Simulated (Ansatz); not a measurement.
For 1T (CdI2-type) PtS₂, PBE+SOC in Ansatz (plane waves, PAW) gives:

```
Item                    Value
-------------------  --------
lattice parameter a   3.575 Å
c axis length         6.478 Å
bulk modulus B0      1.65 GPa
band gap              1.46 eV
```

### Question
What does r²SCAN+SOC (Ansatz, an electronic-structure program, plane waves, PAW) give for the same quantities?

### Answer

- lattice constant a: 3.546 Å (drops by 0.8 %)
- lattice parameter c: 5.632 Å (falls by 13 %)
- bulk modulus: 10.8 GPa (goes up by 550 %)
- band gap: 1.28 eV (falls by 0.18 eV)

For comparison: lattice constant a 3.542 Å (measured, temperature not stated, no zero-point or thermal correction; as tabulated in Björkman (2014), arXiv:1406.2436); lattice parameter c 5.036 Å (measured, temperature not stated, zero-point anharmonic expansion removed (computed with revB86b-DF2); no thermal correction; as tabulated in Björkman (2014), arXiv:1406.2436); band gap 0.7 eV (measured, temperature not stated, not corrected to a static lattice, bulk, cited; as tabulated in Two-dimensional noble-metal chalcogenides and phosphochalcogenides, Angew. …).

Changes are worked out from the printed values.

Unless a cell is named, each level is at its own relaxed cell (PBE+SOC 23.89, r²SCAN+SOC 20.44 Å³/atom).

Levels without +SOC leave out spin–orbit coupling, which shifts energies and cells of such heavy elements.

Density-functional gaps are differences of (generalised) Kohn–Sham levels.

Caveats: for a layered or molecular solid the relaxed cell lies over 5 % above the published volume, where the minimum can be shallow (PBE+SOC, r²SCAN+SOC); the cell comes from a level without a dispersion term, which matters for the spacing of layers, chains or molecules (PBE+SOC, r²SCAN+SOC). Ansatz's density-functional and Hartree–Fock values are scalar-relativistic unless marked +SOC, with PAW data made under PBE.
